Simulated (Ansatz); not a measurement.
The cation of AlH4PSi, SMILES `[AlH]1[SiH2][PH]1` at the neutral geometry.

```yaml
crystal:
  periodic: [false, false, false]
  atoms:
    - {symbol: Al, position_ang: [-1.132539, -0.563049, -0.535589]}
    - {symbol: Si, position_ang: [0.346890, 1.005478, 0.360085]}
    - {symbol: P, position_ang: [0.627282, -1.262873, 0.792945]}
    - {symbol: H, position_ang: [-2.256576, -1.151333, -1.472476]}
    - {symbol: H, position_ang: [1.493812, 1.726385, -0.252457]}
    - {symbol: H, position_ang: [-0.033448, 1.640701, 1.648816]}
    - {symbol: H, position_ang: [1.015878, -1.463208, -0.587024]}
basis:
  gaussian: {orbitals: def2-TZVPP}
total_charge: 1
magnetization: {spin_polarized: true, initial_magnetization: 1}
hamiltonian: {xc: {name: B3LYP}, dispersion: d4}
```

```sh
$ ansatz run in.yaml --threads 2 --pin off --events-out ev --progress --plain --max-ram 4352MiB
```

Output, abridged:

```
Functional definition: B3LYP
1117 factors; their error is unknown
mean field evaluation 1: about -23819.1541 eV, gradient 2.1e1 eV
mean field evaluation 2: about -23819.0406 eV, gradient 2.3e1 eV
mean field evaluation 4: about -23822.0436 eV, gradient 2.4e0 eV
mean field evaluation 8: about -23822.0793 eV, gradient 5.6e-2 eV
mean field evaluation 16: about -23822.0947 eV, gradient 4.3e-4 eV
mean field -23822.09467656 eV, -875.4458321677 hartree, gradient 5.2e-5 eV, S^2 0.757121; 2 other end points of the search recorded, 0 dependent functions left out
reference -23822.09494831 eV, -875.4458421546 hartree; 23, 22 occupied and 159, 160 virtual orbitals, 1117 factors
Total energy: -23822.33732890 eV, -875.4547494769 hartree
```

Run time 4.1 s (2 threads of an INTEL XEON PLATINUM 8581C on a shared host); peak host memory 0.52 GiB.
